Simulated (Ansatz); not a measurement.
Saddle point of CH6ClSi, doublet (CH₃Cl ([CH3][Cl]) + SiH₃ → CH₂Cl ([CH2][Cl]) + SiH₄; bonds formed: H1–Si4; bonds broken: H1–C2), PBE0-D4/def2-TZVP structure:

H1  (-0.014, -0.117, 0.097)
C2  (-1.178, -1.149, 0.115)
Cl3  (-2.244, -0.710, -1.162)
Si4  (1.157, 1.009, -0.002)
H5  (-1.599, -0.995, 1.102)
H6  (-0.654, -2.081, -0.060)
H7  (1.934, 0.800, -1.252)
H8  (2.061, 0.884, 1.173)
H9  (0.537, 2.360, -0.012)
(Å)

Energies are electronic, without zero-point energy. Barriers and step energies count from the start structure reached by relaxing down the imaginary mode; all methods use the PBE0-D4 structures, on which another method's saddle can fall below an end. Computed with Ansatz 0.2.0 (basis: def2-TZVPP, with def2-QZVPP for the basis limit); correlated methods freeze the cores; orbitals are unrestricted. B3LYP uses VWN-RPA correlation. Extrapolation: Hartree–Fock as exp(−7.88 √X), correlation as X^−2.97.

| method | barrier (kcal/mol) | step energy (kcal/mol) |
| --- | --- | --- |
| SPW92 | 12.85 | 13.35 |
| PBE-D4 | 16.33 | 11.81 |
| BLYP-D4 | 16.50 | 9.95 |
| r2SCAN-D4 | 17.71 | 9.60 |
| B97M-V | ? | 10.09 |
| PBE0-D4 | 19.14 | 11.41 |
| B3LYP-D4 | 18.73 | 9.85 |
| r2SCAN0-D4 | 19.67 | 9.58 |
| BHLYP-D4 | 21.44 | 8.85 |
| CAM-B3LYP-D4 | 20.16 | 9.43 |
| wB97X-V | 20.16 | 9.10 |
| wB97M-V | 21.02 | 9.37 |
| B2PLYP | 20.78 | 9.95 |
| PBE-QIDH | ? | 11.25 |
| RPA on PBE | ? | 10.55 |
| HF | 28.03 | 6.53 |
| MP2 | 25.22 | 12.78 |
| CCSD | 23.53 | 10.07 |
| CCSD(T) | 22.55 | 10.49 |

Q: Fill in the withheld barriers. (An estimate is asked for; the value comes from the calculation.)

A: The calculation gives: RPA on PBE 23.20; B97M-V 18.27; PBE-QIDH 22.02 kcal/mol. Each is the energy of the saddle less that of the start structure, by the same method.

For comparison, the barrier by CCSD(T) at an estimated basis limit (MP2 extrapolated from triple and quadruple zeta, plus CCSD(T) − MP2 in triple zeta) is 22.30 kcal/mol.

The T1 diagnostic stays at or below 0.016. ⟨S²⟩ of the unrestricted Hartree–Fock references: 0.75 to 0.78 (a pure state has 0.75). The end structure is not quite a true minimum (one mode of 26i cm⁻¹).

Radical steps of this kind take place in plasma deposition and etching.

Labels in which every atom is bracketed show which atoms are joined, not bond orders.

For scale, one of the runs: CCSD(T)/def2-TZVPP, 199 basis functions, launched by `ansatz run in.yaml --threads 4 --pin off --events-out ev --progress --plain --max-ram 9574MiB`. The run took 120 s on 4 CPU threads of an Arm Neoverse V1 (shared host), with 5.7 GiB of host memory at its peak.
